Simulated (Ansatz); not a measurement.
Potential energy surface of H2Si, singlet: symmetric bend, bond length relaxed. Scanned: H-Si-H angle. Other coordinates (Si-H bond length) were minimised at B3LYP/def2-TZVP.

The free coordinates were minimised at B3LYP/def2-TZVP in PySCF; the energy column is Ansatz (an electronic-structure program) with full CI/aug-cc-pVDZ, frozen core, in kcal/mol.

```tsv
a / °	Si-H bond length / Å	E
180	1.454	64.2
170.09	1.463	61.5
157.76	1.497	50.4
149.87	1.514	41.0
140.66	1.521	30.2
129.28	1.522	18.5
120.29	1.521	10.9
108.38	1.520	3.7
100.28	1.520	0.9
89.10	1.524	0.0
81.01	1.529	1.8
70.52	1.538	7.2
60	1.551	16.0
```
